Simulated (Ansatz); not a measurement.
# BH$_{2}$: how the atomization moves with the basis

BH2, doublet; coordinates (Å): B 0.000 -0.080 0.000; H 0.000 0.429 -1.077; H 0.000 0.429 1.077. Quantity: atomization.

Ansatz 0.2.0, basis aug-cc-pVDZ or cc-pVTZ; geometries are PBE0/def2-TZVP minima. Wave-function levels freeze the cores; HF, MP2 and coupled cluster are restricted for singlets and unrestricted otherwise, atoms included (their steps beyond CCSDT(Q) come from restricted open-shell runs), Kohn–Sham unrestricted where that lies lower. MRCISD+Q stands on CASSCF in the full valence space, and MRCISD+Q is size-consistent only roughly. The reference is CCSDT(Q) or full CI (coupled cluster only where its series has nearly closed). Semilocal and hybrid functionals correlate all electrons outside any core potential and usually lie nearer their basis limit than the reference, so part of their error here is the reference's basis and frozen-core error; RPA and the MP2 part of double hybrids freeze the same cores as the reference. None of these values is a measured one. Energies are electronic, without zero-point terms. No spin–orbit coupling and no scalar relativity. The species are chosen: bound, without strong static correlation by their natural occupations or amplitudes, in their lowest spin state as far as vertical gaps and like structures tell, and with a ladder that closes on the reference, so errors are smaller than for species at large; levels whose determinant breaks symmetry or spin markedly are left out.

```csv
level,aug-cc-pVDZ (kcal/mol),cc-pVTZ (kcal/mol)
reference,159.5 (full CI),166.5 (CCSDT(Q))
HF,140.9,143.4
CCSD(T),159.5,166.5
MRCISD+Q,159.1,166.0
PBE,168.6,171.7
B3LYP,171.0,174.5
wB97M-V,168.4,171.1
RPA-PBE,152.4,160.5
```

From aug-cc-pVDZ to cc-pVTZ the reference moves by 7.0 kcal/mol and PBE by 3.1; the step from CCSD(T) to the reference is 0.0 in the first and 0.0 in the last.
